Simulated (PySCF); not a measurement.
## How well do the runs reproduce experiment for nitrosyl fluoride?

**The experiment to reproduce.**

NIST CCCBDB Release 22 (SRD 101), experimental dipoles lists, for the gas: dipole moment (microwave Stark effect, vibrational ground state) 1.81 D.

The runs below try to reproduce these values; the comparison stands at the end.

Nitrosyl fluoride, FNO.
Atom-mapped SMILES: `[O:1]=[N:2][F:3]`

Structure used (PBE0-D3(BJ)/def2-SVP), in Å, numbered top down from 1:
```
atom  x, y, z in Å
O1    -0.3978    0.8989   -0.2890
N2     0.4547    0.1757   -0.0853
F3    -0.0553   -1.1085    0.3556
```

The PySCF runs (gas phase, on this PBE0-D3(BJ)/def2-SVP geometry; no spin–orbit coupling):

| level | job | basis functions | wall time |
| --- | --- | --- | --- |
| PBE0-D3(BJ)/def2-SVP, grid level 1 | geometry optimisation from a GFN2-xTB start shaken at random | 42 | 3.0 s |
| wB97X-D/def2-SVPD | 6 singlets by full TDDFT, polarisability, dynamic polarisability, density and orbital grids written | 66 | 2.0 s |
| BHandHLYP/aug-pcX-1 (pcseg-1 on H) | K-edge TDA, 24 lines | 99 | 1.2 s |

Hardware: one thread of an Arm Neoverse V2, no GPU, on a shared host.

**Comparison with experiment**

**Dipole moment.** Measured: 1.81 D (NIST CCCBDB Release 22 (SRD 101), experimental dipoles).

| level | computed (D) | computed − measured (D) | % (from the printed values) |
| --- | --- | --- | --- |
| PBE0-D3(BJ)/def2-SVP | 0.98 | -0.83 | -46 |
| wB97X-D/def2-SVPD | 1.15 | -0.66 | -36 |
| BHandHLYP/aug-pcX-1 | 1.26 | -0.55 | -30 |

Closest is BHandHLYP/aug-pcX-1 (-0.55 D), furthest PBE0-D3(BJ)/def2-SVP (-0.83 D); one molecule doesn't rank methods. All 3 levels lie below the measurement. The computed dipoles belong to one fixed geometry; measured ones are averaged over vibrations unless marked μe. Magnitudes are compared, not signs.

The geometry is computed, not the measured one. Where a level misses, the cause wasn't examined.
